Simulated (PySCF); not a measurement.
# H₂SBr−, a complex of two parts: structure

Aim: the structure of `Br` with `[SH-]`.

Computed with PySCF 2.14.0; each step states its level. No surroundings beyond the atoms listed, unless a continuum is named. Atoms count from 0, parts from 1.

## 1. The system as given

4 atoms, charge -1, multiplicity 1; geometry: GFN2-xTB. Parts: 1 = atoms 0–1, `Br`, charge 0; 2 = atoms 2–3, `[SH-]`, charge -1. In the given geometry H1 has moved to S2 of another part (1.39 Å), so values for the parts refer to these atom groups.

## 2. Geometry optimisation at PBE0-D3(BJ)/def2-TZVPD

What the job is given:

```
{"job": {"xc": "PBE0", "basis": "def2-TZVPD", "d3": "d3bj", "grid": 3, "kind": "geom", "shake": 0.01}, "charge": -1, "multiplicity": 1, "parts": [{"atoms": "0-1", "charge": 0, "multiplicity": 1}, {"atoms": "2-3", "charge": -1, "multiplicity": 1}]}
Br     0.446140    -1.083283     0.123210
H     -0.917848     0.645476    -0.084012
S     -1.906317     1.602745    -0.286360
H     -2.676369     0.678775    -0.744429
```

Command:

```
OMP_NUM_THREADS=1 python cluster_run.py task.json out
```

One launch serves the whole session: the jobs run in the order shown.

Output:

```text
step   0  E = -2973.22093240  max force = 0.022802
step   1  E = -2973.22277420  max force = 0.003300
step   2  E = -2973.22280858  max force = 0.000468
step   3  E = -2973.22281906  max force = 0.000626
step   4  E = -2973.22282489  max force = 0.000728
step   5  E = -2973.22282690  max force = 0.000264
optimisation converged
```

Wall time 22 s (1 thread of Arm Neoverse V2, shared host); peak memory 0.52 GiB.

Relaxation path:

```csv
step,energy from step 0 (eV),largest force component (eV/Å)
0,0.0000,1.1725
1,-0.0501,0.1697
2,-0.0511,0.0241
3,-0.0513,0.0322
4,-0.0515,0.0374
5,-0.0516,0.0136
```

Distances of close pairs at the start and the end, largest changes first:

```csv
bond,before (Å),after (Å),change (Å)
S2–H3,1.287,1.340,+0.053
H1–S2,1.391,1.404,+0.013
```

The end geometry:

```xyz
4
charge -1, multiplicity 1
Br    0.55883   -0.99977    0.18539
H    -0.92713    0.59980   -0.09018
S    -1.91532    1.57730   -0.28900
H    -2.78123    0.67915   -0.77889
```

```csv
at the end point,value
"rotational constants (GHz, main isotopes)","287.4, 1.665, 1.656"
```

Contacts at the end point (a selection, picked against the atoms' radii; other short pairs can be missing):

```csv
atoms,distance (Å),kind (by distance and angle),angle (°)
H1···S2,1.40,bonding distance,–
```

Against the parts relaxed at this level the binding energy is -42.23 kcal/mol, without counterpoise. A hydrogen has moved between the parts, so this holds the energy of that transfer.

## 3. What came out

```
                            quantity                   value
rotational constants (main isotopes)  287.44, 1.67, 1.66 GHz
```

In words: The start of the PBE0/def2-TZVPD relaxation was shaken at random by about 0.01 Å, so part of the energy gained, and of the first lengths quoted, undoes that. The optimisation took 5 steps and gained 0.052 eV; among the close pairs (by a distance rule), S2–H3 changed most, from 1.287 to 1.340 Å. No frequency check was run at this level, so the end point may be a saddle.
